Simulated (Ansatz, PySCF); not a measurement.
Reaction (SMILES): [SiH2] (SiH2) → [SiH2] (SiH2) as doublet, charge +1 + e-
Structures are relaxed separately at B3LYP-D3(BJ)/def2-TZVP in Ansatz (a quantum-chemistry and plane-wave program). Unstable Hartree-Fock reference: [SiH2] (SiH2).

Wanted: adiabatic ionisation energy (electronic energy difference), in eV. Valence correlation only, unless marked. UHF or UKS for open shells. No spin-orbit coupling. Non-relativistic. CBS(X,Y): correlation extrapolated as X^-3; Hartree-Fock from the larger set (for Q and 5 zeta extrapolated as (X+1)exp(-9√X)).

```json
[
 {"level": "PBE0-D4/def2-TZVP", "program": "Ansatz + dftd4", "adiabatic ionisation energy (eV)": "___"},
 {"level": "TPSSh-D3(BJ)/def2-TZVPD", "program": "PySCF + dftd3", "adiabatic ionisation energy (eV)": "8.89"},
 {"level": "M06-2X/def2-TZVPD", "program": "PySCF", "adiabatic ionisation energy (eV)": "___"},
 {"level": "wB97X-V/def2-TZVPD", "program": "Ansatz", "adiabatic ionisation energy (eV)": "8.97"},
 {"level": "B2PLYP-D3(BJ)/def2-TZVPD", "program": "Ansatz + dftd3", "adiabatic ionisation energy (eV)": "8.90"},
 {"level": "RPA@PBE/cc-pV(T+d)Z", "program": "Ansatz", "adiabatic ionisation energy (eV)": "9.30"},
 {"level": "CCSD/STO-3G", "program": "Ansatz", "adiabatic ionisation energy (eV)": "5.65"},
 {"level": "CCSD/cc-pV(D+d)Z", "program": "Ansatz", "adiabatic ionisation energy (eV)": "8.85"},
 {"level": "CCSD/def2-SVPD", "program": "Ansatz", "adiabatic ionisation energy (eV)": "___"},
 {"level": "CCSD(T)/CBS(cc-pV(Q+d)Z,cc-pV(5+d)Z)", "program": "Ansatz", "adiabatic ionisation energy (eV)": "___"}
]
```

Problem. Some entries are withheld; supply them.

Solution. 
- PBE0-D4/def2-TZVP, adiabatic ionisation energy (eV): 8.92
- M06-2X/def2-TZVPD, adiabatic ionisation energy (eV): 8.91
- CCSD/def2-SVPD, adiabatic ionisation energy (eV): 8.87
- CCSD(T)/CBS(cc-pV(Q+d)Z,cc-pV(5+d)Z), adiabatic ionisation energy (eV): 9.10
